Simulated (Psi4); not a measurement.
Process, species as SMILES: OO (H2O2) → [O-]O + H+
B3LYP-D3(BJ)/def2-TZVP geometries, fixed; electronic energies without zero-point terms.

Effect of the integral screening threshold at PBE/aug-cc-pVTZ with Psi4, against the last row, where the deprotonation energy is 380.06 kcal/mol.

```json
[
 {"setting": "ints_tolerance: 1e-6", "largest shift of a total energy (mEh)": "0.000", "shift of the deprotonation energy (kcal/mol)": "0.000"},
 {"setting": "ints_tolerance: 1e-8", "largest shift of a total energy (mEh)": "0.000", "shift of the deprotonation energy (kcal/mol)": "0.000"},
 {"setting": "ints_tolerance: 1e-10", "largest shift of a total energy (mEh)": "0.000", "shift of the deprotonation energy (kcal/mol)": "0.000"},
 {"setting": "ints_tolerance: 1e-14", "largest shift of a total energy (mEh)": "0.000", "shift of the deprotonation energy (kcal/mol)": "0.000"}
]
```

Within 0.02 kcal/mol in the deprotonation energy: ints_tolerance: 1e-6; ints_tolerance: 1e-8; ints_tolerance: 1e-10. The largest shift is 0.000 mEh in a total energy and 0.000 kcal/mol in the difference.
